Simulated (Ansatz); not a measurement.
# Relaxing Cs2Mg

The calculation used DFT PBE, scalar-relativistic, plane waves, PAW in Ansatz. Cutoff 420 eV, Γ-centred k mesh, Gaussian smearing, no spin polarisation in the final step.

Cs2Mg was placed on the fluorite structure type (Fm-3m, No. 225), with Mg in place of Ca, Cs in place of F, at a guessed volume.

```
CELL_PARAMETERS angstrom
0.00000 3.77110 3.77110
3.77110 0.00000 3.77110
3.77110 3.77110 0.00000
ATOMIC_POSITIONS crystal
Cs 0.25000 0.25000 0.25000
Cs 0.75000 0.75000 0.75000
Mg 0.00000 0.00000 0.00000
```

Cell and atoms relax at zero pressure; the relaxation can't lower the symmetry of the start. After a coarse first stage the cell is made exact in the group found at 0.06 Å.

Formation energies are uncorrected and refer to the elements' standard structures at the same level.

(1) Describe the relaxed structure.

(2) What are its volume, energy, density and gap?

Results:

(1) It keeps Fm-3m (No. 225). The result has the fluorite structure. Conventional cell: a = 9.843 Å. Around Cs lie 4 Mg at 4.26 Å and 6 Cs at 4.92 Å; around Mg lie 8 Cs at 4.26 Å.

```xyz
3
Lattice="0.0000 4.9214 4.9214 4.9214 0.0000 4.9214 4.9214 4.9214 0.0000" Properties=species:S:1:pos:R:3 pbc="T T T"
Cs    2.4607    2.4607    2.4607
Cs    7.3822    7.3822    7.3822
Mg    0.0000    0.0000    0.0000
```

(2) The volume per atom is 79.47 Å³, the density is 2.02 g/cm³ and the energy over the elements is 0.22 eV/atom. The gap on the 8×8×8 mesh is 0 eV (a metal).

The final run used a 8×8×8 mesh on its 3-atom cell and 0.10 eV smearing. For metals, differences of a few meV/atom aren't resolved. Symmetry constrained the relaxation, so the result can be a saddle point.

Cost: 3 runs of about 0.52 core-minutes in all, on Intel Xeon 6975P-C (Granite Rapids) (shared hosts).